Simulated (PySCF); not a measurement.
Gas-phase reaction: 2 SiCl₂ + 5 Cl + SiF₃ = 3 SiCl₃F

Method: PySCF energies plus ideal-gas RRHO corrections (1 bar). † marks an energy on the PBE0/def2-TZVP geometry and frequencies; other levels use their own. Open shells (unrestricted): Cl (multiplicity 2, electronic degeneracy 6), SiF₃ (multiplicity 2); the rest are closed-shell singlets. Spin-orbit splitting is ignored; it lowers the true energy and changes the entropy of Cl. The harmonic model lacks anharmonicity and excited electronic states, which grow with temperature; levels with a mode under 35 cm⁻¹ are left out.

| level | ΔE electronic, kJ | ΔH°(298 K), kJ | ΔS°(298 K), J/K | ΔG°(1200 K), kJ |
|---|---|---|---|---|
| HF/def2-TZVP† | -1544 | -1527 | -693 | -701 |
| M06-2X/def2-TZVP† | -1972 | -1955 | -693 | -1128 |
| PBE/def2-TZVP† | -1948 | -1931 | -693 | -1105 |
| PBE0/def2-QZVP† | -1962 | -1945 | -693 | -1118 |
| PBE0/def2-TZVP | -1966 | -1949 | -693 | -1123 |
| LDA/def2-TZVP† | -2246 | -2229 | -693 | -1403 |
ΔH° is lowest at LDA/def2-TZVP† and highest at HF/def2-TZVP†. No reference value is set beside these.
